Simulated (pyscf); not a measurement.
Single points on ωB97X-D3(BJ)/def2-SVP structures (PySCF, gas phase). Correlated levels are frozen-core, on RHF or UHF. ΔMP2 is the change of the MP2 total energy from the triple- to the quadruple-zeta basis.

### Question
How much does it cost (ΔH, 298 K, CCSD(T)/def2-TZVPP + ΔMP2(QZVPP)) to split F–Ga(SH)–Cl at its F–Ga bond into F• + [HS–Ga–Cl]•?

### Answer
F–Ga to F• + [HS–Ga–Cl]•: 126.6 kcal/mol. The radicals are drawn with the spin at the cut bond; how far it spreads was not checked. Other isomers of [HS–Ga–Cl]• were not searched in full and may lie lower. The CCSD(T) − MP2 part came from Ansatz, without density fitting, on the same reference. The frozen core leaves the outer d or s,p core shells of the metals and heavy elements correlated in the MP2 and CC values, and def2-TZVPP describes them poorly, which can shift differences by a few kcal/mol. Left out: the spin-orbit lowering of F. Elements up to Kr have no core potential and no relativistic terms here.
